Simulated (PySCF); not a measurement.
**C3H5F (allyl fluoride): levels of theory compared**

Wanted: a comparison of 5 runs (B3LYP/6-31G*, PBE0/def2-SVP, PBE/aug-cc-pVDZ, CCSD/6-31G**, CCSD(T)/aug-cc-pVDZ) of C3H5F (allyl fluoride). The job is set up through a Python script.

Program for the calculation: PySCF 2.14.0.

### Step 1. The molecule

The species is C3H5F (9 atoms), meant as a singlet with charge 0. SMILES: `C=CCF`. The coordinates come from a PBE0-D4/def2-TZVP relaxation. This is one conformer, not always the lowest.

Bond lengths: C1–C2 1.324 Å, C2–C3 1.486 Å, C3–F4 1.387 Å, C1–H5 1.084 Å, C1–H6 1.086 Å, C2–H7 1.087 Å, C3–H8 1.096 Å, C3–H9 1.094 Å. Some angles: C1–C2–C3 123.6°, C2–C3–F4 110.3°, C1–C2–H7 120.6°, C3–C2–H7 115.9°, C2–C1–H5 121.7°, C2–C1–H6 121.3°, C2–C3–H8 111.1°, C2–C3–H9 111.2°, F4–C3–H8 106.9°, F4–C3–H9 108.2°.

### Step 2. Energy and gradient at B3LYP/6-31G(d) (Cartesian functions) (run 1)

The input, job.py:

```python
# C=CCF
import pyscf.grad
from pyscf import gto, dft

mol = gto.M(
    atom='''
C       -0.578000       1.122500      -0.608000
C        0.352500       0.215400      -0.353400
C        0.200500      -0.852800       0.668500
F        0.430500      -2.098200       0.102300
H       -0.422500       1.909200      -1.336700
H       -1.531700       1.114000      -0.089100
H        1.299800       0.230700      -0.886500
H        0.929800      -0.730800       1.477200
H       -0.806800      -0.852300       1.094700
''',
    basis='6-31g*',
    max_memory=1860,
    spin=0,
    cart=True,
    verbose=4,
)

mf = dft.RKS(mol, xc='b3lyp')
mf.grids.level = 5
mf.conv_tol = 1e-10
mf.kernel()
if not mf.converged:
    mf = mf.newton().run(mf.mo_coeff, mf.mo_occ)

energy = mf.e_tot
print('E(%s) = %.9f' % ('B3LYP', energy))
grad = mf.Gradients().kernel()
dip = mf.dip_moment()
pop, q = mf.mulliken_pop()
```

On the command line:

```
OMP_NUM_THREADS=1 python job.py
```

What it wrote:

```text
PySCF version 2.14.0

[... 78 lines left out ...]
converged SCF energy = -217.130049348326
[... 13 lines left out ...]
Dipole moment(X, Y, Z, Debye): -0.20699,  1.61454,  0.53657
[... 41 lines left out ...]
pop of  2  C 3dxy         0.00997
pop of  2  C 3dxz         0.01413
pop of  2  C 3dyy         0.00305
pop of  2  C 3dyz         0.01806
pop of  2  C 3dzz         0.00016
pop of  3  F 1s           1.99326
pop of  3  F 2s           0.94131
pop of  3  F 3s           0.98447
pop of  3  F 2px          1.19148
pop of  3  F 2py          0.97043
pop of  3  F 2pz          1.14915
pop of  3  F 3px          0.73569
pop of  3  F 3py          0.59472
pop of  3  F 3pz          0.70454
pop of  3  F 3dxx         0.00576
pop of  3  F 3dxy         0.00300
pop of  3  F 3dxz         0.00089
pop of  3  F 3dyy         0.02758
pop of  3  F 3dyz         0.00480
pop of  3  F 3dzz         0.00896
pop of  4  H 1s           0.52954
pop of  4  H 2s           0.32027
pop of  5  H 1s           0.52944
pop of  5  H 2s           0.32644
pop of  6  H 1s           0.53102
pop of  6  H 2s           0.32486
pop of  7  H 1s           0.53923
pop of  7  H 2s           0.32464
pop of  8  H 1s           0.54022
pop of  8  H 2s           0.32604
 ** Mulliken atomic charges  **
charge of    0C =     -0.32992
charge of    1C =     -0.07788
charge of    2C =      0.01554
charge of    3F =     -0.31604
charge of    4H =      0.15018
charge of    5H =      0.14412
charge of    6H =      0.14413
charge of    7H =      0.13613
charge of    8H =      0.13374
```

It took 50 s on 1 thread of Intel Xeon at 2.50GHz (Skylake/Cascade Lake), shared host; peak memory 0.71 GiB.

### Step 3. Energy and forces at PBE0/def2-SVP (run 2)

The input, run.py:

```python
import pyscf.grad
from pyscf import gto, dft

system = gto.M(
    atom='''
C   -0.578000   1.122500  -0.608000
C    0.352500   0.215400  -0.353400
C    0.200500  -0.852800   0.668500
F    0.430500  -2.098200   0.102300
H   -0.422500   1.909200  -1.336700
H   -1.531700   1.114000  -0.089100
H    1.299800   0.230700  -0.886500
H    0.929800  -0.730800   1.477200
H   -0.806800  -0.852300   1.094700
''',
    max_memory=1860,
    basis='def2-svp',
    verbose=4,
)

ks = dft.RKS(system, xc='pbe0')
ks.conv_tol = 1e-10
ks.grids.level = 5
ks.kernel()
if not ks.converged:
    ks = ks.newton().run(ks.mo_coeff, ks.mo_occ)

etot = ks.e_tot
print('E = %.10f Eh' % etot)
grad = ks.Gradients().kernel()
ks.analyze()
```

On the command line:

```
OMP_NUM_THREADS=1 python run.py
```

What it wrote:

```text
PySCF version 2.14.0

[... 99 lines left out ...]
MO #1   energy= -24.7427899004671  occ= 2
[... 7 lines left out ...]
MO #9   energy= -0.51923855232142  occ= 2
[... 7 lines left out ...]
MO #17  energy= -0.000555413066820165 occ= 0
[... 7 lines left out ...]
MO #25  energy= 0.353370072379699  occ= 0
[... 7 lines left out ...]
MO #33  energy= 0.629667945685755  occ= 0
[... 7 lines left out ...]
MO #41  energy= 0.857861512112339  occ= 0
[... 7 lines left out ...]
MO #49  energy= 1.44907200729766   occ= 0
[... 7 lines left out ...]
MO #57  energy= 1.81332411391604   occ= 0
[... 7 lines left out ...]
MO #65  energy= 2.22013296543033   occ= 0
[... 7 lines left out ...]
MO #73  energy= 2.81984378195934   occ= 0
[... 7 lines left out ...]
MO #81  energy= 3.78424107112744   occ= 0
[... 54 lines left out ...]
pop of  3 F 3dyz          0.00115
pop of  3 F 3dz^2         0.00044
pop of  3 F 3dxz          0.00015
pop of  3 F 3dx2-y2       0.00118
pop of  4 H 1s            0.87599
pop of  4 H 2s            0.00938
pop of  4 H 2px           0.00011
pop of  4 H 2py           0.00076
pop of  4 H 2pz           0.00074
pop of  5 H 1s            0.88486
pop of  5 H 2s            0.00876
pop of  5 H 2px           0.00109
pop of  5 H 2py           0.00010
pop of  5 H 2pz           0.00044
pop of  6 H 1s            0.88003
pop of  6 H 2s            0.01014
pop of  6 H 2px           0.00097
pop of  6 H 2py           0.00015
pop of  6 H 2pz           0.00049
pop of  7 H 1s            0.88374
pop of  7 H 2s            0.00946
pop of  7 H 2px           0.00069
pop of  7 H 2py           0.00030
pop of  7 H 2pz           0.00076
pop of  8 H 1s            0.88942
pop of  8 H 2s            0.00913
pop of  8 H 2px           0.00115
pop of  8 H 2py           0.00027
pop of  8 H 2pz           0.00026
 ** Mulliken atomic charges  **
charge of    0C =     -0.21771
charge of    1C =     -0.09874
charge of    2C =      0.10395
charge of    3F =     -0.31830
charge of    4H =      0.11302
charge of    5H =      0.10475
charge of    6H =      0.10822
charge of    7H =      0.10505
charge of    8H =      0.09977
Dipole moment(X, Y, Z, Debye): -0.24885,  1.68396,  0.62490
```

Run time: 46 s. Hardware: 1 thread of Intel Xeon at 2.50GHz (Skylake/Cascade Lake), shared host; peak memory 0.81 GiB.

### Step 4. Energy and gradient at PBE/aug-cc-pVDZ (run 3)

The input, input.py:

```python
from pyscf import gto, dft

mol = gto.M(
    atom='''
C     -1.092262     2.121218    -1.148953
C      0.666128     0.407047    -0.667829
C      0.378890    -1.611558     1.263282
F      0.813527    -3.965023     0.193319
H     -0.798409     3.607865    -2.525997
H     -2.894494     2.105155    -0.168375
H      2.456266     0.435960    -1.675242
H      1.757067    -1.381012     2.791503
H     -1.524631    -1.610614     2.068683
''',
    verbose=4,
    max_memory=1860,
    basis='aug-cc-pvdz',
    unit='bohr',
    charge=0,
)

mf = dft.RKS(mol)
mf.xc = 'pbe'
mf.grids.level = 5
mf.conv_tol = 1e-10
mf.kernel()
if not mf.converged:
    mf = mf.newton().run(mf.mo_coeff, mf.mo_occ)

energy = mf.e_tot
print(f'total energy: {energy:.8f} hartree')
grad = mf.nuc_grad_method().kernel()
mf.analyze()
```

On the command line:

```
OMP_NUM_THREADS=1 python input.py
```

What it wrote:

```text
PySCF version 2.14.0

[... 83 lines left out ...]
total energy: -216.90379597 hartree
[... 27 lines left out ...]
MO #7   energy= -0.628509176898498 occ= 2
[... 12 lines left out ...]
MO #20  energy= 0.0052059771481081 occ= 0
[... 12 lines left out ...]
MO #33  energy= 0.128109511617546  occ= 0
[... 12 lines left out ...]
MO #46  energy= 0.301763543558453  occ= 0
[... 12 lines left out ...]
MO #59  energy= 0.466409597513772  occ= 0
[... 12 lines left out ...]
MO #72  energy= 0.651902034938455  occ= 0
[... 12 lines left out ...]
MO #85  energy= 1.10575464688546   occ= 0
[... 12 lines left out ...]
MO #98  energy= 1.46328243244763   occ= 0
[... 12 lines left out ...]
MO #111 energy= 1.81437646229824   occ= 0
[... 12 lines left out ...]
MO #124 energy= 2.39644920898149   occ= 0
[... 12 lines left out ...]
MO #137 energy= 4.57487088567441   occ= 0
[... 110 lines left out ...]
pop of  5 H 3py           0.00067
pop of  5 H 3pz           0.00039
pop of  6 H 1s            0.87162
pop of  6 H 2s            0.00366
pop of  6 H 3s            0.00279
pop of  6 H 2px           0.00106
pop of  6 H 2py           0.00062
pop of  6 H 2pz           0.00078
pop of  6 H 3px           0.00042
pop of  6 H 3py           0.00101
pop of  6 H 3pz           0.00036
pop of  7 H 1s            0.87599
pop of  7 H 2s            0.00433
pop of  7 H 3s            0.00237
pop of  7 H 2px           0.00063
pop of  7 H 2py           0.00107
pop of  7 H 2pz           0.00104
pop of  7 H 3px           0.00057
pop of  7 H 3py           0.00110
pop of  7 H 3pz           0.00078
pop of  8 H 1s            0.88209
pop of  8 H 2s            0.00401
pop of  8 H 3s            0.00241
pop of  8 H 2px           0.00095
pop of  8 H 2py           0.00091
pop of  8 H 2pz           0.00060
pop of  8 H 3px           0.00042
pop of  8 H 3py           0.00113
pop of  8 H 3pz           0.00095
 ** Mulliken atomic charges  **
charge of    0C =     -0.23989
charge of    1C =     -0.10619
charge of    2C =      0.08180
charge of    3F =     -0.31189
charge of    4H =      0.12432
charge of    5H =      0.11553
charge of    6H =      0.11766
charge of    7H =      0.11212
charge of    8H =      0.10654
Dipole moment(X, Y, Z, Debye): -0.24434,  1.66274,  0.56244
```

Wall time 2 min (1 thread of Intel Xeon at 2.50GHz (Skylake/Cascade Lake), shared host); peak memory 1.5 GiB.

Run 4 isn't shown in full; the table further down has it.

### Step 5. A single-point energy at CCSD(T)/aug-cc-pVDZ (run 5)

The input, calc.py:

```python
# C=CCF
from pyscf import gto, scf, cc

mol = gto.M(
    atom='''
C       -0.578000       1.122500      -0.608000
C        0.352500       0.215400      -0.353400
C        0.200500      -0.852800       0.668500
F        0.430500      -2.098200       0.102300
H       -0.422500       1.909200      -1.336700
H       -1.531700       1.114000      -0.089100
H        1.299800       0.230700      -0.886500
H        0.929800      -0.730800       1.477200
H       -0.806800      -0.852300       1.094700
''',
    spin=0,
    verbose=3,
    charge=0,
    basis='aug-cc-pvdz',
    max_memory=1860,
)

calc0 = scf.RHF(mol)
calc0.conv_tol = 1e-10
calc0.kernel()
if not calc0.converged:
    calc0 = calc0.newton().run(calc0.mo_coeff, calc0.mo_occ)

mycc = cc.CCSD(calc0, frozen=4)
mycc.kernel()
e_t = mycc.ccsd_t()
energy = mycc.e_tot + e_t
print('E = %.10f Eh' % energy)
dip = calc0.dip_moment()
pop, q = calc0.mulliken_pop()
```

On the command line:

```
OMP_NUM_THREADS=1 python calc.py
```

What it wrote:

```text
converged SCF energy = -215.949246704776
[... 3 lines left out ...]
Dipole moment(X, Y, Z, Debye): -0.32474,  1.94696,  0.69110
[... 108 lines left out ...]
pop of  5 H 3px          -0.00675
pop of  5 H 3py          -0.01816
pop of  5 H 3pz          -0.01188
pop of  6 H 1s            0.77416
pop of  6 H 2s            0.55592
pop of  6 H 3s            0.01681
pop of  6 H 2px           0.01648
pop of  6 H 2py           0.00443
pop of  6 H 2pz           0.00854
pop of  6 H 3px          -0.00559
pop of  6 H 3py          -0.01752
pop of  6 H 3pz          -0.00747
pop of  7 H 1s            0.77481
pop of  7 H 2s            0.27263
pop of  7 H 3s            0.00678
pop of  7 H 2px           0.01191
pop of  7 H 2py           0.00286
pop of  7 H 2pz           0.01379
pop of  7 H 3px          -0.01883
pop of  7 H 3py           0.00314
pop of  7 H 3pz          -0.01337
pop of  8 H 1s            0.77869
pop of  8 H 2s            0.38206
pop of  8 H 3s            0.01245
pop of  8 H 2px           0.01924
pop of  8 H 2py           0.00245
pop of  8 H 2pz           0.00700
pop of  8 H 3px           0.00499
pop of  8 H 3py           0.00081
pop of  8 H 3pz          -0.01322
 ** Mulliken atomic charges  **
charge of    0C =      0.50821
charge of    1C =      0.37002
charge of    2C =      0.84896
charge of    3F =     -0.60953
charge of    4H =     -0.25659
charge of    5H =     -0.26712
charge of    6H =     -0.34575
charge of    7H =     -0.05372
charge of    8H =     -0.19448
```

It took 5.4 min on 1 thread of Intel Xeon at 2.50GHz (Skylake/Cascade Lake), shared host; peak memory 2.2 GiB.

### Step 6. The series

```csv
run,level,Cartesian functions,task,energy (Eh),dipole moment (D) of the reference,HOMO energy (eV),LUMO energy (eV),wall time
1,B3LYP/6-31G* (Cartesian functions),yes,gradient,-217.130049,1.71,-7.46,0.10,50 s
2,PBE0/def2-SVP,no,gradient,-216.729144,1.81,-7.98,-0.02,46 s
3,PBE/aug-cc-pVDZ,no,gradient,-216.903796,1.77,-6.90,-1.39,2 min
4,CCSD/6-31G** (spherical functions),no,energy,-216.536898,2.08,-10.37,4.44,31 s
5,CCSD(T)/aug-cc-pVDZ,no,energy,-216.633646,2.09,-10.53,0.98,5.4 min
```

### Step 7. Summary of results

| quantity | value |
| --- | --- |
| run 5: total energy | -216.63365 Eh |
| run 5: dipole moment (Hartree–Fock density) | 2.09 D |
| run 5: HOMO energy (Hartree–Fock orbitals) | -10.53 eV |
| run 5: LUMO energy (Hartree–Fock orbitals) | 0.98 eV |
| run 5: HOMO–LUMO gap (Hartree–Fock orbitals) | 11.50 eV |
| run 5: correlation energy (4 core orbitals frozen) | -684.4 mEh |
| run 5: (T) correction | -21.69 mEh |
| run 5: T1 diagnostic | 0.012 |

Over runs 1, 2, 3 the dipole moment (its size) runs from 1.71 D (B3LYP/6-31G*) to 1.81 D (PBE0/def2-SVP). The two ends differ in method and basis. Over runs 1, 2, 3 the HOMO–LUMO gap runs from 5.51 eV (PBE/aug-cc-pVDZ) to 7.96 eV (PBE0/def2-SVP). Totals of different functionals can't be ranked against each other. All runs together took 9.5 min, the longest 5.4 min.
